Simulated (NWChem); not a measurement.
Basis-set dependence for CH (+1)

```xyz
2

C      0.0000     0.0000     0.1639
H      0.0000     0.0000    -0.9833
```
Charge +1, spin multiplicity 1.

Everything below was run with NWChem. Structure: optimised with PBE0/def2-SVP, a minimum by its harmonic frequencies.

Hartree-Fock energies in Ha, correlation energies in mHa.

The correlated methods keep 1 core orbital frozen. The structure started from a generated list of species. Coupled-cluster values serve here as a point of comparison, not as the truth.

| basis | functions | RHF | MP2 | SCS-MP2 | CCSD | CCSD+T(CCSD) | CCSD(T) | CR-CCSD[T] | CR-CCSD(T) | CCSDT |
|---|---|---|---|---|---|---|---|---|---|---|
| STO-3G | 6 | -37.45541 | -32.3 | -38.7 | -59.9 | -59.9 | -59.9 | -59.9 | -59.9 | -60.0 |
| def2-SVP | 19 | -37.85788 | -68.9 | -78.8 | -99.8 | -101.4 | -101.4 | -101.2 | -101.2 | -101.7 |
| def2-TZVP | 37 | -37.90739 | -82.0 | -93.3 | -111.9 | -114.0 | -114.0 | -113.8 | -113.8 | -114.4 |
| def2-QZVP | 87 | -37.90922 | -90.4 | -103.0 | -118.3 | -120.7 | -120.6 | -120.4 | -120.4 | not run |

From def2-TZVP to def2-QZVP the Hartree-Fock energy moves by -1.8 mHa and the MP2 correlation energy by -8.5 mHa, which is 9 % of its value in the larger set.
